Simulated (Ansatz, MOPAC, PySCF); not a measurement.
## Ladder of methods for the band gap of zinc-blende BP

Reference value: 2.2 eV (measured, zero-point renormalisation of 0.106 eV removed from the gap extrapolated to 0 K (as printed); the shift is computed, second of two values printed, our sources range from 2.20 to 2.50; as tabulated in X. Ren, F. Merz, H. Jiang et al., All-electron periodic G0W0 implementation …).

```json
[
 {"level (code)": "MNDO semi-empirical Hartree-Fock (MOPAC)", "value (eV)": "4.98", "cell (Å³/atom)": "11.68"},
 {"level (code)": "PBE (Ansatz)", "value (eV)": "1.24 (indirect)", "cell (Å³/atom)": "11.68"},
 {"level (code)": "rVV10 (Ansatz)", "value (eV)": "1.39", "cell (Å³/atom)": "11.89"},
 {"level (code)": "r²SCAN (Ansatz)", "value (eV)": "1.41 (indirect)", "cell (Å³/atom)": "11.68"},
 {"level (code)": "PBE0 (Ansatz)", "value (eV)": "…", "cell (Å³/atom)": "11.68"},
 {"level (code)": "Hartree–Fock (Ansatz)", "value (eV)": "…", "cell (Å³/atom)": "11.68"},
 {"level (code)": "G0W0@PBE (PySCF)", "value (eV)": "1.94 ± 0.1", "cell (Å³/atom)": "11.68"}
]
```

Q: What belongs in the gaps?

A: 
- PBE0 (Ansatz, a quantum-chemistry and plane-wave program), value (eV): 2.64 (indirect)
- Hartree–Fock (Ansatz), value (eV): 7.83 (indirect)

Errors against the reference: MNDO semi-empirical Hartree-Fock (MOPAC) +2.78 eV, PBE -0.96 eV, rVV10 -0.81 eV, r²SCAN -0.79 eV, PBE0 +0.44 eV, Hartree–Fock +5.63 eV, G0W0@PBE -0.26 eV.

Leaving aside MNDO semi-empirical Hartree-Fock (MOPAC) (doubt noted below): Once the reference is moved by up to 0.30 eV (a margin picked here for doubts on the reference and the settings) and values within 0.03 eV count as equal, the nearest can be G0W0@PBE (-0.26 eV) or PBE0 (+0.44 eV). Farthest off among them: Hartree–Fock (+5.63 eV).

Density-functional gaps are differences of (generalised) Kohn–Sham levels of a static lattice; semilocal ones lie below quasiparticle gaps as a rule. Measured gaps hold zero-point and thermal shifts unless a correction is named.  A ± on a computed value is a rough bar: the spread of its extrapolation, a floor set from checks against published values, or a statistical error. MNDO semi-empirical Hartree-Fock (MOPAC), rVV10: the gap is read on the k mesh or supercell of the run alone and can be too large. MNDO semi-empirical Hartree-Fock (MOPAC): the method was fitted mainly to molecules. MNDO semi-empirical Hartree-Fock (MOPAC): gaps of these semi-empirical methods are Hartree–Fock-like level differences, and their formation enthalpies are fitted 298 K values. Values are at the measured cell; rVV10 at the level's own equilibrium cell. Cutoffs and k meshes differ between the levels. Ansatz's density-functional and Hartree–Fock values are scalar-relativistic unless marked +SOC, with PAW data made under PBE.

Differences are worked out from the printed values.
